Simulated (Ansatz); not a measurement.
Computed with Ansatz on PBE0-D4/def2-TZVP structures; ΔE is electronic, products minus reactants. CBS: MP2 limit from def2 TZ/QZ plus the TZ coupled-cluster correction, frozen cores. This one scheme is used for every species. Functionals use def2-TZVPP. B3LYP here is the variant with VWN-RPA as its local correlation; programs differ in this. Open shells (•) are unrestricted, without spin–orbit coupling. One conformer a species, not always the lowest.

Reaction (homolysis of the C–O bond): `OCCCF` → `[CH2]CCF`• + `[OH]`•

| level | ΔE (kcal/mol) | difference from CCSD(T)/CBS |
| --- | --- | --- |
| PBE-D4 | 100.6 | 0.3 |
| r2SCAN-D4 | 92.8 | -7.5 |
| PBE0-D4 | 96.7 | -3.6 |
| B3LYP-D4 | 94.7 | -5.6 |
| ωB97X-V | 99.4 | -0.9 |
| ωB97M-V | 99.7 | -0.6 |
| B2PLYP | 96.2 | -4.1 |
| PBE | 99.6 | -0.7 |
| r2SCAN | 92.6 | -7.7 |
| PBE0 | 95.9 | -4.4 |
| B3LYP | 93.3 | -7.0 |
| HF/def2-TZVPP | 59.8 | -40.5 |
| MP2/def2-TZVPP | 104.7 | 4.4 |
| SCS-MP2/def2-TZVPP | 101.5 | 1.2 |
| CCSD/def2-TZVPP | 94.1 | -6.2 |
| CCSD(T)/def2-TZVPP | 97.3 | -3.0 |
| HF/def2-QZVPP | 59.8 | -40.5 |
| MP2/def2-QZVPP | 106.5 | 6.2 |
| SCS-MP2/def2-QZVPP | 103.4 | 3.1 |
| HF/CBS(def2) | 59.8 | -40.5 |
| MP2/CBS(def2) | 107.8 | 7.5 |
| CCSD/CBS(def2) | 97.1 | -3.2 |
| CCSD(T)/CBS | 100.3 | 0 |

Largest T1 diagnostic among the species: 0.011.

The D4 term adds +1.4 kcal/mol with B3LYP and +0.8 kcal/mol with PBE0; it sums over pairs of atoms, weighted by their polarisabilities, and B3LYP, whose exchange is more repulsive, gets the larger term. In def2-TZVPP, CCSD(T) changes the Hartree–Fock value by +37.5 kcal/mol (the triples alone add +3.2 kcal/mol) and MP2 by +45.0 kcal/mol; breaking electron pairs costs correlation energy, which Hartree–Fock lacks.
